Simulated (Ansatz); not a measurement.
Input:

```yaml
crystal:
  periodic: [false, false, false]
  atoms:
    - { symbol: B, position_ang: [-0.285996, 0.0, -0.855258] }
    - { symbol: Cl, position_ang: [1.446915, 0.0, 1.666142] }
    - { symbol: H, position_ang: [1.760816, 0.0, 0.364813] }
    - { symbol: H, position_ang: [-1.385435, 0.0, -0.288697] }
basis:
  gaussian: { orbitals: def2-SVPD }
hamiltonian:
  xc: r2scanh
  dispersion: d4
relax:
  f_tol: 0.03
  max_steps: 50
```

Command:

```bash
$ ansatz run input.yaml --threads 2 --pin off --max-ram 3072MiB --backend cpu --events-out ev --progress --plain --runs-dir out
```

Hardware: 2 threads of Arm Neoverse V2, with other jobs on the host.

Task: Roughly how long does this run take, and how much memory?

Result: 12 s, with a peak of 0.12 GiB, for 14 ionic steps.
